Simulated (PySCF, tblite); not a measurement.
# A complex of 2 × methanol

A gas-phase complex of 2 × methanol; neutral, singlet. The structure comes from a short search (6 tight-binding starts) and was relaxed by PBE0-D3(BJ)/def2-SVPD; another way of binding may lie lower. No frequency run checks that it is a minimum.

Parts: 1 = methanol (CO), atoms 1–6; 2 = methanol (CO), atoms 7–12.

```xyz
12

C    -0.101    0.242   -0.169
O     1.156   -0.297   -0.522
H    -0.715   -0.487    0.382
H    -0.616    0.494   -1.104
H     0.000    1.162    0.429
H     1.638   -0.549    0.270
C     2.615    1.422   -3.316
O     2.516    1.709   -1.950
H     3.212    0.513   -3.515
H     3.118    2.268   -3.805
H     1.626    1.294   -3.795
H     2.097    0.962   -1.494
```
Atom numbers follow the order of the file, from 1.

```
 contact  kind (by geometry)  distance (Å)  angle (°)
H12···O2       hydrogen bond         1.849        173
```

Interaction energies are complex less parts, with the parts frozen as they stand in it; counterpoise-corrected, in kcal/mol (PySCF).

**Question.** Give the interaction energy at each level run.

**Answer.** 
```tsv
level	interaction	superposition error removed
wB97M-D3(BJ)/def2-TZVPD	-5.64	-0.10
PBE0-D3(BJ)/def2-TZVPD	-5.99	-0.08
RI-MP2/def2-TZVPD	-5.28	-0.71
```

**Question.** What holds them together? Decompose the wB97M-D3(BJ)/def2-TZVPD energy: frozen parts, their antisymmetrised product, then relaxation.

**Answer.** electrostatic -10.5, Pauli repulsion +10.3, orbital relaxation -4.3, dispersion correction -1.2 kcal/mol, which sum to the value before the counterpoise correction; the Pauli term holds the exchange-correlation of the frozen density too. Of the attraction, 66 % is electrostatic, 27 % is orbital relaxation, 7 % is dispersion correction.

The parts were also relaxed and run alone, at the levels used for the complex: shieldings by PBE0/pcSseg-2; core levels by delta-SCF with SCAN, pcX-2 on the ionised atom and pcseg-1 elsewhere, spin-free X2C.

**Question.** What does binding change?

**Answer.** 
| property | alone | in the complex | change |
| --- | --- | --- | --- |
| O8–H12 bond (Å) | 0.960 | 0.970 | +0.011 |
| shielding of H12 (ppm) | 31.77 | 27.68 | -4.09 |
| shielding of O2 (ppm) | 328.4 | 322.0 | -6.3 |
| shielding of O8 (ppm) | 328.4 | 334.7 | +6.3 |
| O2 1s core level (eV) | 539.01 | 539.55 | +0.54 |
| C7 1s core level (eV) | 292.45 | 291.80 | -0.65 |
| O8 1s core level (eV) | 539.01 | 537.82 | -1.19 |

The 5 runs behind this took 100 s in all, one thread each of Arm Neoverse V2 on a shared host, launched as `OMP_NUM_THREADS=1 python cluster_run.py task.json out`.
